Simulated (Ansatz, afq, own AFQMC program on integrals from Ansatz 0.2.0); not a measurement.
CH₃⁻, triplet: AFQMC among the cluster methods

```xyz
4

C     0.0000    0.0000    0.0000
H     1.0799    0.0140   -0.0003
H    -0.5521    0.9282   -0.0027
H    -0.5278   -0.9423    0.0031
```

Basis aug-cc-pVTZ. Noble-gas cores (and the filled d shells of Ga–Kr and In–Xe) are frozen. AFQMC by an in-house program on the Cholesky factors that Ansatz 0.2.0 writes for its CCSD(T) run. ph-AFQMC/CISD is guided by a CISD state made of CCSD amplitudes; releasing the constraint for a short imaginary time cuts its bias at the price of noise, slowly where states lie close. Uncertainties: one standard error, sampling alone.

Determinant: UHF, the one that the program's search chose, which needn't be the lowest solution. The geometry is a PBE0/def2-TZVP stationary point of this or a neighbouring charge and spin state.

No full CI on the walks' own integrals is used here. The released AFQMC energy serves as the reference, which it does only where one determinant dominates, the energy is flat over the last release times and near the phaseless one (40 meV or 2 meV an electron, half that with transition metals). On small molecules, where full CI could be run and the noise was under 10 meV, such values lay within 10 meV of it in 19 cases of 20, a flattering rate, since the rule was set on those same cases; what remains of the bias isn't in the error bar.

Cautions: lower spins were not checked; at this level and basis the anion state lies above a neutral one; the released value is read at 2.40 1/Eh (meV from the phaseless value at times in 1/Eh: 3 ± 5 at 0.24, 6 ± 4 at 0.51, 0 ± 6 at 0.99, -2 ± 3 at 1.62, -4 ± 6 at 2.40).

```
T1 diagnostic                               : 0.0177
weight of the determinant in the CISD state : 0.927
⟨S²⟩ of the determinant                     : 2.012
size of the correlated space                : 8 electrons in 114 orbitals
```

```
  level  correlation energy (eV)
    MP2                  -4.4763
   CCSD                  -5.0468
CCSD(T)                  -5.1984
```

Question: Estimate where phaseless AFQMC with a CISD trial lies against CCSD(T) on the same integrals.

Answer: 22.6 ± 3.9 meV below CCSD(T).

Reference: AFQMC with the constraint released, correlation energy -5.225 ± 0.006 eV.

```csv
level,E − E(reference) (meV),share of correlation (%)
CCSD(T),26.1 ± 6.2,99.50
ph-AFQMC/CISD,3.5 ± 7.3,99.93
```

A walk keeps the symmetry of its determinant, which the program's search chose and which needn't be the lowest solution, so a lower state of the same spin and another symmetry isn't excluded. Released energies are given only where the last usable release times agree within the noise; a slower fall can still hide under it.
